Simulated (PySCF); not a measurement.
Spectrum to structure. Computed with TDDFT CAM-B3LYP/def2-SVPD, vertical, gas phase, core orbitals frozen in the response (PySCF). Geometries: PBE0-D3(BJ)/def2-SVP, one conformer each.

```tsv
state	ν̃ (cm⁻¹)	f	main configurations (H = HOMO, L = LUMO)
S1	47110	0.629	H→L (98%)
S2	53150	0.0007	H→L+1 (91%)
S3	58470	0.024	H→L+2 (78%), H→L+3 (10%)
S4	58830	0.018	H-2→L (73%), H→L+3 (11%), H→L+2 (10%)
S5	59250	0.0012	H-1→L (72%), H→L+4 (27%)
S6	59280	0.017	H→L+3 (63%), H-2→L (20%)
S7	63100	0.032	H→L+4 (70%), H-1→L (26%)
S8	65770	0.0005	H→L+5 (64%), H→L+6 (25%)
S9	66380	0.0000	H-3→L (59%), H-4→L (18%), H-5→L (11%)
S10	66810	0.0040	H→L+6 (59%), H→L+5 (21%)
```

Triplets computed (Tamm–Dancoff): 3.21, 4.92, 6.50, 6.93 eV.

Task: Which candidate is it? All have the formula C5H8.
A. `C=CC(=C)C`
B. `CC1=C(C)C1`
C. `C=C1CCC1`
D. `C#CC(C)C`

Result: A. Its S1, at 5.84 eV, is the lowest among the candidates; the nearest of the others has S1 at 6.12 eV. S1 is HOMO→LUMO (98%). Löwdin shares by element: HOMO carbon 86% or more; LUMO carbon 79% or more (atoms not listed hold the other 21%). At the same level the other candidates give, for their lowest levels:
- `CC1=C(C)C1`: 6.12 eV (f 0.003); 6.56 eV (f 0.212); 6.94 eV (f 0.003); 7.16 eV (f 0.000); 7.30 eV (f 0.019); HOMO -7.75, LUMO 1.29 eV
- `C#CC(C)C`: 6.53 eV (f 0.000); 6.79 eV (f 0.004); 6.79 eV (f 0.001); 7.50 eV (f 0.053); 7.56 eV (f 0.062); T1 5.37 eV; HOMO -9.03, LUMO 1.29 eV
- `C=C1CCC1`: 6.85 eV (f 0.239); 6.87 eV (f 0.126); 7.49 eV (f 0.001); 7.56 eV (f 0.005); 7.83 eV (f 0.000); T1 4.19 eV; HOMO -8.35, LUMO 1.28 eV

The values belong to the conformer `[CH2:1]=[CH:2][C:3](=[CH2:4])[CH3:5]`: C1–C2–C3–C4 180°.
